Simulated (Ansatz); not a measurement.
**Density of states of Ca**

Space group Fm-3m (No. 225). a = 5.524 Å, b = 5.524 Å, c = 5.524 Å, α = 90.00°, β = 90.00°, γ = 90.00°
| atom | site | symmetry | x | y | z |
| --- | --- | --- | --- | --- | --- |
| Ca | 4a | m-3m | 0.0000 | 0.0000 | 0.0000 |

The runs use the primitive cell with vectors (0.000, 2.762, 2.762), (2.762, 0.000, 2.762), (2.762, 2.762, 0.000) Å, to which the k mesh refers.

The structure comes from a relaxation in the same program, started in the fcc type, and has space group Fm-3m. Whether it is a known phase or the ground state wasn't checked.

All numbers below come from DFT, PBE, all-electron LAPW, scalar-relativistic (Ansatz 0.2.0).

Settings: a Γ-centred 11×11×11 k mesh, Fermi–Dirac smearing of 0.03 eV, basis error target 1 meV/atom, no spin polarisation.

States per eV and cell, averaged over 0.6 eV, from -4.0 to 1.8 eV, with energies (bin centres) from the Fermi level; empty bins are left out. 

```tsv
E (eV)	total
-3.8	0.09
-3.2	0.22
-2.6	0.33
-2.0	0.44
-1.4	0.59
-0.8	0.83
-0.2	1.03
0.4	1.70
1.0	2.15
1.6	1.50
```
